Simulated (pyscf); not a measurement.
Thermochemistry of product channels of `[OH][Si]([OH])([OH])[F]` + `[NH3]` on the singlet surface, in kJ/mol, from ωB97M-D3(BJ)/def2-TZVP energies (ideal gas, 1 atm, RRHO with modes under 100 cm⁻¹ raised to 100, one conformer, R ln 2 for chiral ones without a mode under 150 cm⁻¹). PySCF, gas phase, ωB97X-D3(BJ)/def2-SVP geometries.

| products | ΔE | ΔH(298 K) | ΔG(298 K) | ΔG(900 K) |
|---|---|---|---|---|
| `[OH2]` + `[NH2][Si]([OH])([OH])[F]` | +44.4 | +43.4 | +42.9 | +40.7 |
| `[NH2][Si]([OH])([OH])[OH]` + `[FH]` | +88.7 | +86.2 | +88.5 | +89.1 |

These are energies of the channels, which say nothing of barriers.
